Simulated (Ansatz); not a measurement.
**How far each method lies from RCCSDT(Q) for BeBr⁻, singlet**

Geometry: a point of a stretch scan, not a stationary point.

```json
{"atom": "Br", "x (Å)": "0.0000", "y (Å)": "0.0000", "z (Å)": "0.0000"}
{"atom": "Be", "x (Å)": "0.0000", "y (Å)": "0.0000", "z (Å)": "7.5360"}
```

Basis aug-cc-pVDZ; Ansatz 0.2.0. Only valence electrons are correlated (noble-gas cores and the filled d shells of p-block atoms frozen), which leaves 10 electrons in 44 orbitals. R marks a restricted (for open shells ROHF) determinant, U an unrestricted one. Active spaces: pair = (2e, 2o) about the gap; valence = (10e, 8o) chosen from the atoms' valence shells. No spin–orbit coupling is included, and no scalar relativity.

Full CI isn't at hand for all of this; RCCSDT(Q) serves as the reference, and is uncertain by about the last step of the cluster series. The frozen core follows each run's orbitals, which can shift R against U totals by a few meV for light atoms and by up to 0.1 eV past Ca.

The UHF ⟨S²⟩ is 0.129. The T1 diagnostic (RCCSD) is 0.0120 and the largest doubles amplitude (RCCSD) is 0.130.

| level | E − E(RCCSDT(Q)) (kcal/mol) | share of correlation (%) | wall time |
| --- | --- | --- | --- |
| RHF | 119.06 | 0.00 | – |
| RMP2 | 20.93 | 82.42 | – |
| CISD | 13.60 | 88.58 | 3.6 s |
| RCCSD | 2.35 | 98.03 | – |
| RCCSD(T) | 0.36 | 99.70 | 8.1 s |
| BCCD(T) | 0.37 | 99.69 | 3.9 s |
| RCCSDT | 0.17 | 99.86 | – |
| CASSCF (pair space) | 107.87 | 9.40 | – |
| NEVPT2 (pair space) | 19.52 | 83.61 | 17 s |
| CASSCF (valence space) | 92.14 | 22.61 | – |
| NEVPT2 (valence space) | 24.24 | 79.65 | 8.5 s |
| MRCISD (valence space) | 6.37 | 94.65 | – |
| MRCISD+Q (valence space) | 0.35 | 99.70 | 11 s |

The correlation energy at RCCSDT(Q), counted from RHF, is -5.163 eV. That run took 30 s on 1 thread of Intel Xeon, shared host.

Run but not shown, since their state or frozen core can't be matched to the reference's or they repeat it: UHF, UMP2, UCCSD, UCCSD(T), UCCSDT, UCCSDT(Q).

Times hold each run's SCF and search for its determinant on a shared host, so for small cases they say little of a method's own cost; they ran on 1 thread of Intel Xeon.

Natural occupations of CASSCF (valence space) about the gap: 2.000 2.000 2.000 2.000 1.805 0.066 0.066 0.063; effectively unpaired electrons, Σ n²(2−n)², 0.17.
